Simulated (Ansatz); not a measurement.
## CH3BF, SMILES C[B]F: vertical energies of changing the electron count, step by step

Program: Ansatz 0.2.0, Python API.

At the Python prompt:
```pycon
>>> import ansatz as az
>>> BASIS = "def2-SVP"
>>> XC = "cam_b3lyp"
>>> def energy(molecule, charge=0, unpaired=0):
...     calc = molecule.calculation().basis(gaussian=BASIS).functional(XC)
...     if charge:
...         calc = calc.charge(charge)
...     if unpaired:
...         calc = calc.spin("collinear", total=unpaired)
...     return calc.run().report["free_energy_ev"]
...
>>> GEOMETRY = """
... C    -0.30960    0.27050   -0.17160
... B     0.23460   -1.09850    0.22590
... F     1.53850   -1.19000    0.76180
... H    -1.20420    0.52220    0.40070
... H     0.38840    1.10540    0.00320
... H    -0.60560    0.32650   -1.26620
... """
>>> mol = az.Crystal.molecule()
>>> for line in GEOMETRY.strip().splitlines():
...     symbol, *xyz = line.split()
...     mol = mol.atom(symbol, [float(v) for v in xyz])
...
>>> # total-energy differences at one geometry
>>> parent = energy(mol, 0, 1)
>>> cation = energy(mol, 1, 0)
>>> print(f"E(N)   = {parent:.5f} eV")
E(N)   = -4473.15704 eV
>>> print(f"E(N-1) = {cation:.5f} eV  (0 unpaired)")
E(N-1) = -4464.13470 eV  (0 unpaired)
>>> print(f"vertical ionisation energy {cation - parent:.3f} eV")
vertical ionisation energy 9.022 eV
```

At this unrelaxed geometry removing an electron costs 9.02 eV.

Reading the output:
- The settings weren't tested for convergence.
- The geometry is a force-field or estimated start, not a minimum of this method, and the basis set is short of its limit. All parts are taken at fixed geometry, without zero-point energy. At an unrelaxed start these energies can be a whole eV from those at the minimum, and a small affinity can change sign.
- The species is open-shell (spin multiplicity 2).
- Only the spin states typed were run; another state of an ion can lie lower, by up to an eV or two.
- Finished in 2.5 s on 1 thread of Intel(R) Xeon(R) Platinum 8488C (Sapphire Rapids), on a shared host, peak memory 0.19 GiB.
